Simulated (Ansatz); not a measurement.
The same path of CH$_{6}$BN (9 atoms, charge 0, multiplicity 1) was run twice with different band settings. Lost on the way: B1–C2, B1–H6. Made: C2–H6.

Theory: RKS PBE-D4/def2-SVP (Ansatz).

Relaxed end points:

```xyz
9
Properties=species:S:1:pos:R:3
B 0.327 0.170 -0.052
C 0.679 -0.077 1.467
H -0.177 -0.397 2.098
H 1.475 -0.849 1.554
H 1.113 0.842 1.917
H 1.185 0.542 -0.842
N -0.962 -0.024 -0.566
H -1.752 -0.333 0.004
H -1.203 0.128 -1.545
```

```xyz
9
Properties=species:S:1:pos:R:3
B -0.951 1.697 -0.609
C 1.147 -0.360 1.513
H 0.203 -0.828 1.853
H 1.923 -0.514 2.285
H 0.986 0.724 1.356
H 1.484 -0.823 0.566
N -1.282 0.385 -0.902
H -0.831 -0.409 -0.433
H -1.995 0.128 -1.594
```

Common settings: climbing image yes; spring 5.0 eV/Å²; optimiser quadratic models (default); start path through a guess of the saddle point; force threshold 0.05 eV/Å; iteration limit 60; end points relaxed.

| run | movable images |
| --- | --- |
| 1 | 5 |
| 2 | 2 |

**Question.** What does each run give, and how far can it be trusted?

**Answer.** Run 1: converged after 35 iterations, highest image 4.036 eV above the first end. Beside the main top the profile has a ripple of under 15 meV (maxima at images 2, 5), which may be a very shallow well or noise. Neighbouring images differ by up to 4.0 eV, so the band resolves the path poorly. A vibrational analysis at the climbing image gives one clearly imaginary mode, 1067i cm⁻¹: a first-order saddle point.
Run 2: converged after 43 iterations, highest image 4.036 eV above the first end. Neighbouring images differ by up to 4.0 eV, so the band resolves the path poorly. Another band between the same ends (5 images) ends at a top of the same energy, where a vibrational analysis finds 1 clearly imaginary mode. So few images can step over the top or miss a turn of the path.
The orbitals stay closed-shell, which can raise the energy where a bond breaks towards radicals; this wasn't checked here.
